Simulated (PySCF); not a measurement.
**NMR data sheet: cyclohexane**

```
Formula                               : C6H12
SMILES                                : C1CCCCC1
Point group of the computed structure : D3d
Degrees of unsaturation               : 1
Carbon signals                        : 1
Proton signals                        : 1
```

Atoms are numbered as in `[CH2:1]1[CH2:2][CH2:3][CH2:4][CH2:5][CH2:6]1` (H(Xn): hydrogen on atom n).

Theory: shielding tensors at PBE0/pcSseg-1 (GIAO), geometry from GFN2-xTB, in PySCF 2.14 (no solvent, averaged over atoms made equivalent by symmetry, fast rotation or ring inversion, non-relativistic Hamiltonian, one conformer).

References, each an isolated molecule treated in the same way: ¹H (σ = 31.72 ppm), ¹³C (σ = 186.93 ppm) vs TMS.

| carbon | δC, type | δH (multiplicity) | HMBC from (2–3 bonds) | span of the C tensor (ppm) |
| --- | --- | --- | --- | --- |
| C1/C2/C3/C4/C5/C6 | 30.9, CH2 | 1.47 (s) | H(C1)/H(C2)/H(C3)/H(C4)/H(C5)/H(C6) | 9 |

- Carbon types of the structure: 6 × CH2, which accounts for all hydrogens.
- δC 30.9: sp3 CH2 in a ring; a saturated carbon with 2 carbon neighbours and no heteroatom attached.
- δH 1.47: hydrogen on an sp3 CH2 in a ring; far from electronegative atoms and π systems.

Shifts are as computed. Against solution values, carbons near 30 ppm lie about +3 ppm off and those near 130 ppm about +5 ppm. Of 246 compounds with measured shifts, 49 miss one by over three times the rms of a fit or turn the order of signals round; such compounds aren't used in these exercises.
